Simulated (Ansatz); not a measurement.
Input file:

```yaml
crystal:
  periodic: [false, false, false]
  atoms:
    - {symbol: Al, position_ang: [0.000000, -0.253363, 1.296835]}
    - {symbol: C, position_ang: [0.000000, 1.076140, -0.019890]}
    - {symbol: P, position_ang: [0.000000, -0.266821, -1.120624]}
    - {symbol: H, position_ang: [0.000000, 2.158231, -0.041450]}
basis:
  gaussian: {orbitals: cc-pVDZ}
magnetization: {spin_polarized: true, initial_magnetization: 5}
hamiltonian: {xc: hf}
output: {orbitals: {seedname: orbitals}}
```

```sh
$ ansatz run in.yaml --threads 1 --pin off --events-out ev --progress --plain --max-ram 2393MiB
```

Roughly how long does this take on 1 thread of Intel Xeon, shared host, and how much host memory?

2.3 s wall and 0.1 GiB.

```
551 factors; integrals over basis functions are off by at most 9.8e-4 eV
mean field evaluation 1: about -16893.9356 eV, gradient 1.1e1 eV
mean field evaluation 2: about -16894.0133 eV, gradient 1.1e1 eV
mean field evaluation 4: about -16895.4888 eV, gradient 2.4e0 eV
mean field evaluation 8: about -16895.6324 eV, gradient 2.4e-1 eV
mean field evaluation 16: about -16895.6350 eV, gradient 2.9e-5 eV
mean field evaluation 32: about -16894.6198 eV, gradient 7.5e-1 eV
mean field -16895.63498728 eV, -620.9031335099 hartree, gradient 2.9e-5 eV, S^2 8.787286; 0 other end points of the search recorded, 0 dependent functions left out
reference -16895.63498728 eV, -620.9031335099 hartree; 20, 15 occupied and 35, 40 virtual orbitals, 551 factors
Total energy: -16895.63498728 eV, -620.9031335099 hartree
```
